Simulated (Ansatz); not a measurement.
Two isomers of C3H6O3: A = `O=COCCO`, B = `COC=C(O)O`.

Isolated molecules relaxed with PBE0-D4/def2-TZVP in Ansatz; ΔE leaves out vibrations. CBS: MP2 limit from def2 TZ/QZ plus the TZ coupled-cluster correction, frozen cores. DFT in def2-TZVPP. B3LYP here is the variant with VWN-RPA as its local correlation; programs differ in this. One conformer a species, not always the lowest.

Q: Which is lower in electronic energy at CCSD(T)/CBS, and by how much? (An estimate is asked.)

A: Ansatz gave: A, by 96.7 kJ/mol.

Q: Give E(B) − E(A) in kJ/mol with CCSD/def2-TZVPP, MP2/def2-TZVPP, HF/def2-TZVPP, B3LYP-D4, CCSD(T)/def2-TZVPP, r2SCAN-D4, PBE-D4. (Estimate.)

A: Ansatz gave: CCSD/def2-TZVPP 100.1, MP2/def2-TZVPP 102.6, HF/def2-TZVPP 108.0, B3LYP-D4 93.3, CCSD(T)/def2-TZVPP 100.1, r2SCAN-D4 94.5, PBE-D4 90.6. None reverses the order clearly.

Largest T1 diagnostic: 0.014.

In def2-TZVPP, CCSD(T) changes the Hartree–Fock value by −7.8 kJ/mol (the triples alone add +0.1 kJ/mol) and MP2 by −5.4 kJ/mol.
